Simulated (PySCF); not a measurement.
Working with the constants of NaAl

RHF-CCSD(T) constants of NaAl, ¹Σ⁺ (singlet), closed shell (PySCF, no relativity, basis sets Na aug-pcseg-1, Al aug-pcseg-1; masses 22.9898 and 26.9815 u):

| Property | Result |
| --- | --- |
| ωe | 160.6 cm⁻¹ |
| ωexe | 0.94 cm⁻¹ |
| Be | 0.12692 cm⁻¹ |
| αe | 0.00107 cm⁻¹ |
| De to Na + Al | 0.63 eV |

What force constant and bond length do these constants imply?

Reduced mass μred = 12.413 u; k = 5.8918×10⁻⁷·μred·ωe² (u, cm⁻¹, mdyn/Å) = 0.189 mdyn/Å; Re = √(16.8576/(μred·Be)) (u, cm⁻¹, Å) = 3.271 Å.

Estimate the centrifugal constant D from the Kratzer relation and find the Dunham coefficient a1.

D = 4Be³/ωe² = 3.17e-07 cm⁻¹; a1 = −1 − αeωe/(6Be²) = -2.78.

Correlated steps freeze 6 core orbitals. Correlated levels converge slowly with the basis: in double zeta they bind strong bonds too weakly, by up to about 1 eV, and carry superposition errors of some tenths. Where the molecule has an RHF reference, its open-shell atoms are computed with UHF.
